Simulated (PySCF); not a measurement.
Stationary points of [SiH5]-

Method: PySCF, PBE0, basis Si def2-TZVPD, H def2-TZVPD (no relativity, density fitting).

Relaxations began from a few typed shapes. The search is not exhaustive: other isomers or separated fragments can lie lower, and high-lying points may rest on an excited occupation.

Q: Order these stationary points by electronic energy, lowest first, in kJ/mol from the lowest minimum.
A. singlet D3h: Si–H 1.533 Å (×3), Si–H 1.622 Å (×2); H–Si–H 90.0° (×6), H–Si–H 120.0° (×3), H–Si–H 180.0°
B. singlet C4v: Si–H 1.513 Å, Si–H 1.581 Å (×4); H–Si–H 87.7° (×4), H–Si–H 101.5° (×4), H–Si–H 157.0° (×2)

A: A (0.0), B (9.4).

Q: Which of them are minima?

A: By energy in kJ/mol, 0.0: minimum; 9.4: saddle point, 1 imaginary mode.

For the lowest minimum: the highest occupied level lies above zero, a sign of self-interaction error or too small a basis; response properties are unreliable. The lowest empty level of this anion is unbound, so it and the gap depend on the basis.
